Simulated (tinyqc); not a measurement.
Worked calculation: UKS/B3LYP (VWN-RPA form) in the sto-6g basis, for LiH, spin multiplicity 3. One step of it, computed by the program tinyqc.

Question. Iteration 2: diagonalisation and new density. Diagonalise F' = X^T F X, C = X C', fill 3 alpha and 1 beta electrons from the bottom; D(s) = C_occ C_occ^T. Each column has its largest component positive (the first on a tie).

extrapolated F(alpha) (hartree), order 1Li 1s, 1Li 2s, 1Li 2px, 1Li 2py, 1Li 2pz, 2H 1s:
$$\begin{pmatrix}
-1.925311 & -0.517760 & 0.000000 & 0.000000 & -0.000027 & -0.019707 \\
-0.517760 & -0.238625 & 0.000000 & 0.000000 & -0.017741 & -0.097329 \\
0.000000 & 0.000000 & 0.022922 & -0.000974 & 0.000000 & 0.000000 \\
0.000000 & 0.000000 & -0.000974 & 0.029522 & 0.000000 & 0.000000 \\
-0.000027 & -0.017741 & 0.000000 & 0.000000 & -0.000058 & -0.135752 \\
-0.019707 & -0.097329 & 0.000000 & 0.000000 & -0.135752 & -0.279125
\end{pmatrix}$$

extrapolated F(beta) (hartree), order 1Li 1s, 1Li 2s, 1Li 2px, 1Li 2py, 1Li 2pz, 2H 1s:
$$\begin{pmatrix}
-1.908113 & -0.518803 & 0.000000 & 0.000000 & 0.000118 & -0.019556 \\
-0.518803 & -0.155171 & 0.000000 & 0.000000 & -0.009742 & -0.054847 \\
0.000000 & 0.000000 & 0.072359 & 0.000250 & 0.000000 & 0.000000 \\
0.000000 & 0.000000 & 0.000250 & 0.070454 & 0.000000 & 0.000000 \\
0.000118 & -0.009742 & 0.000000 & 0.000000 & 0.056558 & -0.065838 \\
-0.019556 & -0.054847 & 0.000000 & 0.000000 & -0.065838 & 0.092437
\end{pmatrix}$$

X, order 1Li 1s, 1Li 2s, 1Li 2px, 1Li 2py, 1Li 2pz, 2H 1s:
$$\begin{pmatrix}
1.022156 & -0.124709 & 0.000000 & 0.000000 & -0.003665 & 0.014742 \\
-0.124709 & 1.038056 & 0.000000 & 0.000000 & 0.023500 & -0.107347 \\
0.000000 & 0.000000 & 1.000000 & 0.000000 & 0.000000 & 0.000000 \\
0.000000 & 0.000000 & 0.000000 & 1.000000 & 0.000000 & 0.000000 \\
-0.003665 & 0.023500 & 0.000000 & 0.000000 & 1.033823 & -0.155255 \\
0.014742 & -0.107347 & 0.000000 & 0.000000 & -0.155255 & 1.049506
\end{pmatrix}$$

Give: F' = X^T F X; orbital energies; coefficients C; F' = X^T F X; orbital energies; coefficients C; D(alpha) after iteration 2; D(beta) after iteration 2.

Answer.

F' = X^T F X (alpha) (hartree):
$$\begin{pmatrix}
-1.884 & -0.281 & 0.000 & 0.000 & -0.003 & 0.013 \\
-0.281 & -0.135 & 0.000 & 0.000 & 0.004 & -0.061 \\
0.000 & 0.000 & 0.023 & -0.001 & 0.000 & 0.000 \\
0.000 & 0.000 & -0.001 & 0.030 & 0.000 & 0.000 \\
-0.003 & 0.004 & 0.000 & 0.000 & 0.037 & -0.107 \\
0.013 & -0.061 & 0.000 & 0.000 & -0.107 & -0.244
\end{pmatrix}$$

orbital energies (alpha) (hartree): MO1 -1.928, MO2 -0.296, MO3 -0.079, MO4 0.023, MO5 0.030, MO6 0.076

coefficients C (alpha), order 1Li 1s, 1Li 2s, 1Li 2px, 1Li 2py, 1Li 2pz, 2H 1s:
$$\begin{pmatrix}
0.990 & -0.062 & -0.270 & 0.000 & 0.000 & -0.052 \\
0.038 & 0.191 & 1.010 & 0.000 & 0.000 & 0.215 \\
0.000 & 0.000 & 0.000 & 0.990 & -0.143 & 0.000 \\
0.000 & 0.000 & 0.000 & 0.143 & 0.990 & 0.000 \\
0.001 & 0.164 & -0.183 & 0.000 & 0.000 & 1.016 \\
-0.005 & 0.889 & -0.285 & 0.000 & 0.000 & -0.516
\end{pmatrix}$$

F' = X^T F X (beta) (hartree):
$$\begin{pmatrix}
-1.864 & -0.295 & 0.000 & 0.000 & -0.003 & 0.015 \\
-0.295 & -0.050 & 0.000 & 0.000 & 0.007 & -0.064 \\
0.000 & 0.000 & 0.072 & 0.000 & 0.000 & 0.000 \\
0.000 & 0.000 & 0.000 & 0.070 & 0.000 & 0.000 \\
-0.003 & 0.007 & 0.000 & 0.000 & 0.084 & -0.098 \\
0.015 & -0.064 & 0.000 & 0.000 & -0.098 & 0.136
\end{pmatrix}$$

orbital energies (beta) (hartree): MO1 -1.911, MO2 -0.040, MO3 0.030, MO4 0.070, MO5 0.072, MO6 0.225

coefficients C (beta), order 1Li 1s, 1Li 2s, 1Li 2px, 1Li 2py, 1Li 2pz, 2H 1s:
$$\begin{pmatrix}
0.990 & -0.221 & 0.156 & 0.000 & 0.000 & 0.085 \\
0.039 & 0.796 & -0.588 & 0.000 & 0.000 & -0.354 \\
0.000 & 0.000 & 0.000 & -0.128 & 0.992 & 0.000 \\
0.000 & 0.000 & 0.000 & 0.992 & 0.128 & 0.000 \\
0.001 & 0.293 & 0.711 & 0.000 & 0.000 & -0.709 \\
-0.005 & 0.373 & 0.328 & 0.000 & 0.000 & 0.943
\end{pmatrix}$$

D(alpha) after iteration 2, order 1Li 1s, 1Li 2s, 1Li 2px, 1Li 2py, 1Li 2pz, 2H 1s:
$$\begin{pmatrix}
1.058 & -0.247 & 0.000 & 0.000 & 0.041 & 0.017 \\
-0.247 & 1.059 & 0.000 & 0.000 & -0.153 & -0.118 \\
0.000 & 0.000 & 0.000 & 0.000 & 0.000 & 0.000 \\
0.000 & 0.000 & 0.000 & 0.000 & 0.000 & 0.000 \\
0.041 & -0.153 & 0.000 & 0.000 & 0.060 & 0.198 \\
0.017 & -0.118 & 0.000 & 0.000 & 0.198 & 0.871
\end{pmatrix}$$

D(beta) after iteration 2, order 1Li 1s, 1Li 2s, 1Li 2px, 1Li 2py, 1Li 2pz, 2H 1s:
$$\begin{pmatrix}
0.980 & 0.039 & 0.000 & 0.000 & 0.001 & -0.005 \\
0.039 & 0.002 & 0.000 & 0.000 & 0.000 & 0.000 \\
0.000 & 0.000 & 0.000 & 0.000 & 0.000 & 0.000 \\
0.000 & 0.000 & 0.000 & 0.000 & 0.000 & 0.000 \\
0.001 & 0.000 & 0.000 & 0.000 & 0.000 & 0.000 \\
-0.005 & 0.000 & 0.000 & 0.000 & 0.000 & 0.000
\end{pmatrix}$$
